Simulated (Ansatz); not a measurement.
**C₂H₄Si (SMILES C=C=[SiH2]): one structure at several levels**

The task here is to estimate one member of a computed series from the others.

Program: Ansatz 0.2.0, Gaussian basis. Level of theory: single points in def2-TZVPP. These are calculated values, not measurements.

Correlated methods freeze the cores.

## Where the work starts

SMILES `C=C=[SiH2]`, 7 atoms, charge 0, spin multiplicity 1.

Atoms are counted from 1 here; the program's logs count them from 0.

Bond lengths: C1–C2 1.260 Å, C1–H4 1.110 Å, C1–H5 1.163 Å, C2–Si3 1.709 Å, Si3–H6 1.513 Å, Si3–H7 1.442 Å. Angles: C2–C1–H4 130.0°, C2–C1–H5 121.8°, H4–C1–H5 108.2°, C1–C2–Si3 177.6°, C2–Si3–H6 123.1°, C2–Si3–H7 122.8°, H6–Si3–H7 114.2°.

Geometry (Å):

```
C    -1.2613   -0.2697   -0.7504
C    -0.1900   -0.0366   -0.1291
Si    1.2454    0.2265    0.7597
H    -1.8482   -1.2076   -0.8344
H    -1.7814    0.5430   -1.4005
H     1.2516    0.7188    2.1901
H     2.5580    0.0136    0.2026
```

The first run:

Input file run/in.yaml:

```yaml
crystal:
  periodic: [false, false, false]
  atoms:
    - {symbol: C, position_ang: [-1.261300, -0.269700, -0.750400]}
    - {symbol: C, position_ang: [-0.190000, -0.036600, -0.129100]}
    - {symbol: Si, position_ang: [1.245400, 0.226500, 0.759700]}
    - {symbol: H, position_ang: [-1.848200, -1.207600, -0.834400]}
    - {symbol: H, position_ang: [-1.781400, 0.543000, -1.400500]}
    - {symbol: H, position_ang: [1.251600, 0.718800, 2.190100]}
    - {symbol: H, position_ang: [2.558000, 0.013600, 0.202600]}
basis:
  gaussian: {orbitals: def2-TZVPP}
correlation: {method: ccsd_t}
output: {forces: true}
```

No record of the launch command was kept for these runs.

Among the steps run: CCSD(T)/def2-TZVPP; PBE0-D4/def2-TZVPP; wB97M-V/def2-TZVPP; r2SCAN-D4/def2-TZVPP; PBE-D4/def2-TZVPP; LC-wPBE/def2-TZVPP; BHLYP-D4/def2-TZVPP.

One table of the session follows, with a row left open; its other results are not shown here.

```
   method  RMS force component (eV/Å)  angle to CCSD(T) forces (°)  dipole (D)
  CCSD(T)                       1.722                    reference        0.12
  PBE0-D4                       1.466                          6.6        0.10
  wB97M-V                           ?                            ?           ?
r2SCAN-D4                       1.438                          5.3        0.10
   PBE-D4                       1.453                          4.9        0.08
  LC-wPBE                       1.553                          9.8        0.32
 BHLYP-D4                       1.490                         10.2        0.27
```

Estimate the missing values for wB97M-V.

As computed: RMS force component (eV/Å): 1.549; angle to CCSD(T) forces (°): 6.3; dipole (D): 0.21. In the column «RMS force component (eV/Å)» it lies between BHLYP-D4 (1.490) and LC-wPBE (1.553).
